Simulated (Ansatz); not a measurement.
Compare A (`O=CCOCO`) with its isomer B (`COC=C(O)O`).

Computed with Ansatz on PBE0-D4/def2-TZVP structures; ΔE is electronic, products minus reactants. CBS: MP2 limit from def2 TZ/QZ plus the TZ coupled-cluster correction, frozen cores. DFT in def2-TZVPP. B3LYP here is the variant with VWN-RPA as its local correlation; programs differ in this. Each species was taken in one conformer, which may not be the lowest.

A:

```xyz
12

O    -1.031    0.324    2.469
C    -0.568    0.674    1.421
C     0.724    0.122    0.862
O     0.897    0.365   -0.510
C     0.232   -0.555   -1.325
O    -1.156   -0.495   -1.208
H    -1.039    1.469    0.805
H     0.790   -0.945    1.107
H     1.542    0.635    1.381
H     0.570   -0.336   -2.342
H     0.506   -1.579   -1.049
H    -1.466    0.321   -1.611
```

B:

```xyz
12

C     1.134   -0.408   -1.565
O    -0.120    0.032   -1.087
C    -0.479   -0.552    0.111
C    -0.729    0.263    1.135
O    -0.631    1.605    1.047
O    -1.114   -0.158    2.347
H     1.317    0.103   -2.511
H     1.935   -0.172   -0.856
H     1.127   -1.490   -1.740
H    -0.592   -1.627    0.161
H    -0.415    1.797    0.123
H    -1.433    0.608    2.836
```

Which is lower in electronic energy at CCSD(T)/CBS, and by how much? (Estimate.)

The calculation gave: A, by 25.1 kJ/mol.

Give E(B) − E(A) in kJ/mol with r2SCAN-D4, B3LYP, MP2/def2-TZVPP, B3LYP-D4, HF/def2-TZVPP, B2PLYP, CCSD/def2-TZVPP. (Best estimate.)

Computed: r2SCAN-D4 17.6, B3LYP 21.3, MP2/def2-TZVPP 27.2, B3LYP-D4 22.1, HF/def2-TZVPP 38.1, B2PLYP 26.1, CCSD/def2-TZVPP 30.5. None reverses the order clearly.

Largest T1 diagnostic: 0.014.

In def2-TZVPP, CCSD(T) changes the Hartree–Fock value by −8.6 kJ/mol (the triples alone add −1.1 kJ/mol) and MP2 by −10.9 kJ/mol.
